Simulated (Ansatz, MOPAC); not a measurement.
Barrier height from F + H2 to the transition structure FH2, without zero-point energy, on the benchmark's geometries as Psi4's copy of the set gives them.
Transition structure (charge 0, multiplicity 2):
```xyz
3

H      0.147    -1.128     0.000
F      0.000     0.330     0.000
H     -0.147    -1.845     0.000
```

Open shells are unrestricted; no spin–orbit coupling.

Correlated levels freeze the cores. The state reached by PM6 isn't checked.

The values were computed with Ansatz (a program for electronic structure) with Gaussian orbitals; MOPAC for PM6 (differences of heats of formation). Each number belongs to the level named beside it.

Give the barrier height at the level PM6.

0.7 kcal/mol

Predict the barrier height from CCSD(T)/aug-cc-pVQZ.

1.5 kcal/mol

Estimate the barrier height that CAM-B3LYP/def2-TZVPPD returns for this input.

-5.0 kcal/mol
